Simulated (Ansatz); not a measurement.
System: rutile PbO₂. Method: revPBE in Ansatz (plane waves, PAW).

The run printed, among other lines:

```
Crystal: 6 atoms, lattice volume = 91.064 Å³
Basis set: ecut = 520 eV, 2473 PW (Γ), exchange–correlation on 80×80×54 points (8 copies of the dense FFT grid, shifted against one another)
Bands: 32, of which v1, the nominal top of the filled ones, is band 26 counted from 1 (25 counted from 0)
Symmetry: 16 space group operations
Space group: P42/mnm (ITA 136), of the structure as read, at distance tolerance 4.5e-5 Å
k-points: 252 of 2304
Functional: x = revpbe(κ = 1.245, μ = 0.2195149727645171), c = pbe(β = 0.06672455060314922)
SCF iter   1: F=—  HF=-26104.264253 eV  |F-HF|=—  |Δ(HF+E_count)|=         —  Δρ=3.59e-3  dr2=3.84e-3
SCF iter   2: F=—  HF=-26104.266592 eV  |F-HF|=—  |Δ(HF+E_count)|=   2.34e-3  Δρ=1.83e-3  dr2=1.15e-3
  ...
SCF iter   8: F=—  HF=-26104.266871 eV  |F-HF|=—  |Δ(HF+E_count)|=   1.32e-8  Δρ=1.24e-6  dr2=2.93e-9
SCF iter   9: F=-26104.266871 eV  HF=-26104.266871 eV  |F-HF|=3.42e-10  |Δ(HF+E_count)|=   3.23e-9  Δρ=3.57e-7  dr2=1.70e-10
SCF 1 converged in 9 iterations: F = -26104.266871 eV  dr2 = 1.70e-10
SCF converged after 9 iterations
Free energy (F): -26104.266871 eV
Internal energy: -26104.261255 eV  (E = F + TS)
E sigma→0 (E₀):  -26104.264063 eV
Fermi energy:    7.099214 eV
--- Forces (eV/Å), atoms counted from 1 ---
  atom   1  Pb     0.00000000    -0.00000000    -0.00000000
  atom   2  Pb    -0.00000000    -0.00000000    -0.00000000
  atom   3  O     -0.00024635    -0.00024635    -0.00000000
  atom   4  O     -0.00024635     0.00024635     0.00000000
  atom   5  O      0.00024635    -0.00024635    -0.00000000
  atom   6  O      0.00024635     0.00024635     0.00000000
--- Stress (GPa, compression-positive) ---
       -0.005948       0.000000       0.000000
        0.000000      -0.005948       0.000000
        0.000000       0.000000       0.003856
  P = ⅓ Tr σ = -0.0027 GPa (-0.027 kbar)
```

Task: Write an input file that could have produced this run (the log leaves some choices open).

Result: One answer among several that fit: 
Ansatz 0.2 input:
```yaml
crystal:
  lattice:
    - [5.1373030572, 0.0, 0.0]
    - [0.0, 5.1373030572, 0.0]
    - [0.0, 0.0, 3.4504654163]
  atoms:
    - { symbol: Pb, position: [0.0, 0.0, 0.0] }
    - { symbol: Pb, position: [0.5, 0.5, 0.5] }
    - { symbol: O, position: [0.3084204303, 0.3084204303, 0.0] }
    - { symbol: O, position: [0.8084204303, 0.1915795697, 0.5] }
    - { symbol: O, position: [0.1915795697, 0.8084204303, 0.5] }
    - { symbol: O, position: [0.6915795697, 0.6915795697, 0.0] }
basis:
  ecutwfc: 520
  ecutrho_ratio: 4
  xc_grid: 2
kpoints:
  mp_grid: { grid: [12, 12, 16] }
hamiltonian:
  xc: revpbe
  dispersion: none
  pseudopotentials: { kind: paw }
scf:
  occupations: { method: fermi_dirac, width: 0.05 }
  convergence: { dr2_threshold: 0.0000000006 }
output:
  forces: true
  stress: true
  eigenvalues: true
```

The PAW data were made under PBE.

The result took roughly 80 core-seconds.

Ansatz is an electronic-structure program.
